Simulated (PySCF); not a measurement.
Molecule: Carbon suboxide (O=C=C=C=O, C3O2).

Molfile (atoms numbered from 1):
```
C3O2
     RDKit          3D

  5  4  0  0  0  0  0  0  0  0999 V2000
   -2.1378   -0.2348    1.1792 O   0  0  0  0  0  0  0  0  0  0  0  0
   -1.1223   -0.1231    0.6312 C   0  0  0  0  0  0  0  0  0  0  0  0
    0.0000    0.0000    0.0258 C   0  0  0  0  0  0  0  0  0  0  0  0
    1.1223    0.1231   -0.5796 C   0  0  0  0  0  0  0  0  0  0  0  0
    2.1378    0.2348   -1.1276 O   0  0  0  0  0  0  0  0  0  0  0  0
  1  2  2  0
  2  3  2  0
  3  4  2  0
  4  5  2  0
M  END
```

Geometry PBE0-D3(BJ)/def2-SVP throughout; GIAO in PySCF 2.14, gas phase, one conformer, non-relativistic; equivalent atoms averaged; basis pcSseg-2.

For orientation, CAM-B3LYP gives these shifts δ (against H2O, TMS at the same level): O1/O5 198.5, C2/C4 130.9, C3 -22.8 ppm.

A run gave: O1/O5 195.5, C2/C4 131.8, C3 -23.4 ppm (shifts δ (against H2O, TMS at the same level)).

**Question.** Which functional was used in that run?
A. KT2
B. PBE0
C. B3LYP
D. BHandHLYP

**Answer.** D. C2/C4 tells them apart best: BHandHLYP gives 131.8, B3LYP gives 124.7, PBE0 gives 126.6, KT2 gives 113.6 ppm.
